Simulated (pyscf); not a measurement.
`[CH2][Re](=[O])(=[O])=[O]` [doublet] + `[H][H]` → `[CH3][Re](=[O])(=[O])=[O]` + `[H]` [doublet] (hydrogen abstraction; doublet surface; H–H broken, C–H formed). Structures and frequencies: ωB97X-D3(BJ)/def2-SVP in PySCF. Energies in kcal/mol from the separated reactants.

```csv
level,barrier,reaction energy
ωB97X-D3(BJ)/def2-TZVP,12.2,+0.3
PBE/def2-TZVP,7.1,+1.3
r²SCAN/def2-TZVP,9.8,+4.9
PBE0-D3(BJ)/def2-TZVP,…,…
M06-2X/def2-TZVP,…,+0.2
ωB97M-D3(BJ)/def2-TZVP,12.4,+0.5
```

What belongs in the gaps?


- PBE0-D3(BJ)/def2-TZVP, barrier: 8.7
- PBE0-D3(BJ)/def2-TZVP, reaction energy: -0.1
- M06-2X/def2-TZVP, barrier: 13.7

The functionals in the table span 6.6 kcal/mol in this barrier, from PBE to M06-2X. One saddle was located; it need not be the lowest between these sides. The angle at the transferred H is 174°. Open-shell species with a d-block atom are single-reference here; other states, and whether the spin sits on metal or ligand, were not checked. Elements past Kr carry the def2 core potentials, without spin-orbit coupling.
